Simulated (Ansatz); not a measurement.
The reference is AlP in the zinc blende structure (space group F-43m, No. 216; a = 5.5073 Å).

Method: plane-wave PAW DFT at the PBE level (Ansatz, an electronic-structure program, 420 eV), no spin-orbit coupling, earlier PAW set.

```
level  band gap  lattice parameter a
-----  --------  -------------------
PBE     1.63 eV              5.507 Å
```

Measured: band gap 2.54 eV (static lattice; corrected from measurement; as listed in Wei Chen et al., Physical Review Materials (2018)); lattice parameter a 5.451 Å (static lattice; corrected from measurement; as listed in Daniel Mejia-Rodriguez, S. B. Trickey, Phys. Rev. B (2018)).

Computed minus measured — band gap: PBE -0.91 eV; lattice parameter a: PBE +1.0 %. A measured gap can be an optical one, lowered by exciton binding.

No phonon test of stability was made.
